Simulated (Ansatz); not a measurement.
System (SMILES): F[B]F, doublet.
Atoms: B1, F2, F3. Bonds: B1-F2, B1-F3.

Basis-set convergence of the highest harmonic wavenumber at MP2 with Ansatz (a program for electronic structure). Each level at its own minimum, finite differences of forces, unscaled; the reference is a large set that could be run, not a limit. All functions are spherical. Cores are frozen. Open shells are unrestricted. No added dispersion term, no relativity. Reference: the value in def2-QZVPP, 1432 cm⁻¹, itself unsure by roughly 3 cm⁻¹ (its mean distance from cc-pVQZ, aug-cc-pVTZ, def2-TZVPPD). Deviations are taken from unrounded values.

| basis | functions | highest harmonic wavenumber (cm⁻¹) |
|---|---|---|
| cc-pVDZ | 42 | 1411 |
| aug-cc-pVDZ | 69 | 1331 |
| 6-311G** | 54 | 1427 |
| 6-311+G** | 66 | 1398 |
| cc-pVTZ | 90 | 1451 |
| aug-cc-pVTZ | 138 | 1427 |
| def2-TZVPP | 93 | 1440 |
| def2-TZVPPD | 117 | 1431 |

What the diffuse functions change, pair by pair:
- cc-pVDZ to aug-cc-pVDZ: 27 more functions, deviation -21 to -101 cm⁻¹
- 6-311G** to 6-311+G**: 12 more functions, deviation -6 to -34 cm⁻¹
- cc-pVTZ to aug-cc-pVTZ: 48 more functions, deviation 19 to -5 cm⁻¹
- def2-TZVPP to def2-TZVPPD: 24 more functions, deviation 8 to -1 cm⁻¹

They bring the value nearer the reference by more than 3 cm⁻¹ in 2 of 4 pairs.
